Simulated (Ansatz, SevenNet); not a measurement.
For zinc-blende BAs, the machine-learned potential SevenNet-0 (trained on PBE and PBE+U data) gives:

* **lattice parameter a**: 4.816 Å
* **bulk modulus**: 129 GPa

Question: What does LC-ωPBE (plane waves, PAW; Ansatz, an electronic-structure program) give for the same quantities?

Answer: 
- lattice constant a: 4.723 Å (falls by 1.9 %)
- bulk modulus: 166 GPa (increases by 29 %)

For comparison: lattice constant a 4.777 Å (measured, room temperature, not corrected to a static lattice; as tabulated in Lucero et al. (2012), arXiv:1111.4515); bulk modulus 142 GPa (measured, temperature not stated, not corrected to a static lattice; as tabulated in PMC11618452 (zinc blende boron arsenide), quoting Tian et al.).

Changes are worked out from the printed values.

Unless a cell is named, each level is at its own relaxed cell (SevenNet-0 13.96, LC-ωPBE 13.17 Å³/atom).

Ansatz's density-functional and Hartree–Fock values are scalar-relativistic unless marked +SOC, with PAW data made under PBE.
